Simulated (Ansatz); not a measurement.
# H5NSi: the cost of one run

Method: RHF/def2-TZVP, in Ansatz 0.2.0.

### 1 Starting point

Bond lengths: Si1–N3 1.656 Å, Si1–H5 1.466 Å, Si1–H6 1.467 Å, N3–H7 1.018 Å. Angles: Si1–N3–H7 126.4°, N3–Si1–H5 125.2°, N3–Si1–H6 127.7°, H5–Si1–H6 103.6°.

Coordinates:

```xyz
7

Si   -0.6278   -0.1884   -0.0305
H     0.6924   -0.4845    1.2695
N     0.7535    0.5931   -0.5038
H     1.2267    0.0335    0.6281
H    -1.8623    0.4695    0.4093
H    -1.0689   -1.5368   -0.4044
H     0.8864    1.1138   -1.3682
```

### 2 A restrained relaxation towards end A

Springs on the bonds that form and break draw the guess towards this end; the thresholds are loose.

Contents of input.yaml:

```yaml
crystal:
  periodic: [false, false, false]
  atoms:
    - { symbol: Si, position_ang: [-0.6278, -0.1884, -0.0305] }
    - { symbol: H, position_ang: [0.6924, -0.4845, 1.2695] }
    - { symbol: "N", position_ang: [0.7535, 0.5931, -0.5038] }
    - { symbol: H, position_ang: [1.2267, 0.0335, 0.6281] }
    - { symbol: H, position_ang: [-1.8623, 0.4695, 0.4093] }
    - { symbol: H, position_ang: [-1.0689, -1.5368, -0.4044] }
    - { symbol: H, position_ang: [0.8864, 1.1138, -1.3682] }
basis:
  gaussian: { orbitals: def2-TZVP }
hamiltonian:
  xc: hf
relax:
  f_tol: 0.15
  max_steps: 25
  restrain:
    - { distance: [3, 1], at: 1.92, k: 30.0 }
    - { distance: [0, 1], at: 1.42, k: 30.0 }
    - { distance: [3, 2], at: 1.02, k: 30.0 }
```

The run is started by

```sh
> ansatz run input.yaml --threads 2 --pin off --max-ram 3072MiB --backend cpu --events-out ev --progress --plain --runs-dir out
```

What time and memory should one allow on 2 threads of Intel Xeon 6975P-C (Granite Rapids), shared host?

About 2.9 s, with a peak of 0.16 GiB.
